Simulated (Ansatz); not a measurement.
**SiO+ (quartet): from Hartree-Fock to the top rungs, def2-QZVPP**

One table from this session's results is given with a row withheld; the runs are named, their logs left out.

The runs use Ansatz 0.2.0, Gaussian basis; def2-QZVPP, core rule «outside noble gas», up to 6 orbitals frozen.

The runs, in order: UHF; ROHF; CCSD(T) on UHF.

**The system**

The geometry is a PBE0/def2-TZVP stationary point (not a proven minimum).

2 atoms, charge 1, spin multiplicity 4.

Atoms are counted from 1 here; the program's logs count them from 0.

Bond lengths: Si1–O2 1.714 Å.

Coordinates:

```xyz
2
charge 1, multiplicity 4
Si    0.0000    0.0000    0.0000
O     0.0000    0.0000    1.7135
```

The first run:

File in.yaml:

```yaml
crystal:
  periodic: [false, false, false]
  atoms:
    - {symbol: Si, position_ang: [0.000000, 0.000000, 0.000000]}
    - {symbol: O, position_ang: [0.000000, 0.000000, 1.713500]}
basis:
  gaussian: {orbitals: "def2-QZVPP.json"}
total_charge: 1
magnetization: {spin_polarized: true, initial_magnetization: 3}
hamiltonian: {xc: hf}
output: {orbitals: {seedname: orbitals}}
```

Command:

```console
$ ansatz run in.yaml --threads 1 --pin off --events-out ev --progress --plain --max-ram 4096MiB --backend cpu
```

Steps of the session up to this table: UHF; ROHF; CCSD(T) on UHF.

One table of the session follows, with a row left open; its other results are not shown here.

| method | from UCCSD(T) (kJ/mol) |
| --- | --- |
| ROHF | +741.5 |
| UHF | +714.7 |
| UMP2 | +79.6 |
| UCCSD | ? |
| UCCSD(T) | 0 |

Estimate the missing values for UCCSD.

The run gave: from UCCSD(T) (kJ/mol): +30.6. In the column «from UCCSD(T) (kJ/mol)» it lies between UCCSD(T) (0) and UMP2 (+79.6).
